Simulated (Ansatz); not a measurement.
Elements on the sites of an ideal fluorite lattice, at a guessed lattice constant:

```yaml
crystal:
  lattice:
    - [-5.12557, 5.12557, 0.00000]
    - [-5.12557, 0.00000, 5.12557]
    - [0.00000, 5.12557, 5.12557]
  atoms:
    - { symbol: O, position: [0.87500, 0.87500, 0.37500] }
    - { symbol: O, position: [0.37500, 0.87500, 0.37500] }
    - { symbol: O, position: [0.87500, 0.37500, 0.37500] }
    - { symbol: O, position: [0.87500, 0.87500, 0.87500] }
    - { symbol: O, position: [0.37500, 0.37500, 0.37500] }
    - { symbol: O, position: [0.37500, 0.87500, 0.87500] }
    - { symbol: O, position: [0.87500, 0.37500, 0.87500] }
    - { symbol: O, position: [0.37500, 0.37500, 0.87500] }
    - { symbol: O, position: [0.62500, 0.62500, 0.12500] }
    - { symbol: O, position: [0.12500, 0.62500, 0.12500] }
    - { symbol: O, position: [0.62500, 0.12500, 0.12500] }
    - { symbol: O, position: [0.62500, 0.62500, 0.62500] }
    - { symbol: O, position: [0.12500, 0.12500, 0.12500] }
    - { symbol: O, position: [0.12500, 0.62500, 0.62500] }
    - { symbol: O, position: [0.62500, 0.12500, 0.62500] }
    - { symbol: O, position: [0.12500, 0.12500, 0.62500] }
    - { symbol: Al, position: [0.50000, 0.00000, 0.00000] }
    - { symbol: Hf, position: [0.00000, 0.00000, 0.00000] }
    - { symbol: Hf, position: [0.00000, 0.50000, 0.00000] }
    - { symbol: Hf, position: [0.00000, 0.00000, 0.50000] }
    - { symbol: Hf, position: [0.50000, 0.50000, 0.00000] }
    - { symbol: Hf, position: [0.50000, 0.00000, 0.50000] }
    - { symbol: Hf, position: [0.00000, 0.50000, 0.50000] }
    - { symbol: Ta, position: [0.50000, 0.50000, 0.50000] }
```

Cell and atoms were relaxed without symmetry on coarser meshes and computed once more. Computed with DFT PBE, scalar-relativistic, plane waves, PAW (Ansatz 0.2.0).

Plane waves to 420 eV, a k mesh through Γ of 4×4×4 on the computed 24-atom cell and Gaussian smearing (0.02 eV); no spin polarisation.

The relaxation ran on 2×2×2 (shifted) and then 3×3×3 k points with a smearing of 0.1 eV, from sites shaken by 0.02 Å.

Problem. What does the relaxation give?

Solution. A volume of 11.50 Å³/atom and a gap on the mesh of 3.77 eV. It lies 3.28 eV/atom below the elements' standard states (static lattices, no corrections for gases). The atoms leave their sites by 0.59 Å (root mean square) and 0.97 Å at most, and the cell stretches by up to 9.2 % at fixed volume, so the lattice hasn't survived.

```xyz
24
Lattice="-5.1213 5.3539 -0.4442 -5.0730 -0.3959 5.0426 0.0288 4.9385 4.6755" Properties=species:S:1:pos:R:3 pbc="T T T"
O    -8.9743    6.0302    5.5580
O    -6.1253    3.9045    6.3812
O    -6.6372    5.6098    3.6102
O    -9.1563    9.4054    7.7573
O    -4.1844    4.4323    3.1705
O    -1.6346    5.6646    3.6783
O    -6.2879    9.0443    5.8450
O    -3.9433    5.9607    5.5237
O    -6.0883    2.9558    3.9853
O    -3.5094    1.7487    3.3214
O    -3.5530    3.6291    0.7633
O    -6.3751    6.3687    6.0007
O    -1.3663    1.5227    1.3184
O    -3.7156    3.3863    5.7364
O    -8.5720    6.7434    7.9756
O    -0.9495    2.9792    3.8446
Al   -2.4006    7.2650    4.4434
Hf   -0.1969    4.7805    4.7412
Hf   -2.7183    4.9847    6.9665
Hf   -4.8544    2.2870    7.2179
Hf   -4.8697    2.6833    2.1428
Hf   -7.8303    4.9591    7.0262
Hf   -7.4370    7.4178    4.5334
Ta   -5.3790    4.6966    4.7616
```

Spin-orbit coupling is left out, which matters for the bands of heavy elements.

Cost: 2 runs of about 11 core-minutes in all (earlier runs that led there not counted), on Intel Xeon 6975P-C (Granite Rapids) (shared hosts).